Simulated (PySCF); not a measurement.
Compound: dimethoxymethane, C₃H₈O₂.
Structure used (GFN2-xTB), in Å, numbered top down from 1:
```
atom  x, y, z in Å
C1    -1.850   -0.305   -0.165
O2    -0.922    0.372    0.658
C3     0.091    1.013   -0.053
O4     0.968    0.147   -0.704
C5     1.766   -0.617    0.176
H6    -2.359    0.400   -0.832
H7    -2.572   -0.768    0.503
H8    -1.358   -1.073   -0.770
H9     0.620    1.629    0.692
H10   -0.325    1.653   -0.846
H11    2.397    0.036    0.789
H12    1.150   -1.236    0.835
H13    2.390   -1.252   -0.450
```

The closed-shell ground state was solved at several levels (PySCF, density fitting, gas phase, non-relativistic).

```tsv
level	basis functions	total energy (Eh)	HOMO (eV)	LUMO (eV)	gap (eV)	dipole (D)
PBE0/pcSseg-1	125	-269.2163	-7.78	1.68	9.46	0.29
CAM-B3LYP/def2-SVPD	170	-269.2532	-9.41	1.35	10.76	0.25
```

**Question.** Estimate the row for B3LYP/pcJ-1, a basis of 215 functions; the other rows only guide the guess.

**Answer.** Total energy -269.5688 Eh, HOMO -7.51 eV, LUMO 1.37 eV, gap 8.88 eV, dipole 0.29 D.

**Question.** Over all these levels, which gives the widest orbital gap and which the narrowest?

**Answer.** CAM-B3LYP/def2-SVPD (range-separated hybrid) has the widest, 10.76 eV, and B3LYP/pcJ-1 (global hybrid, 20 % exact exchange) the narrowest, 8.88 eV. Functional and basis both differ between the two, so the spread mixes both effects.

**Question.** How far do the dipole and the HOMO energy spread over the levels?

**Answer.** The dipole runs from 0.25 to 0.29 D (mean 0.28 D) and the HOMO from -9.41 to -7.51 eV.

One conformer stands for the species.
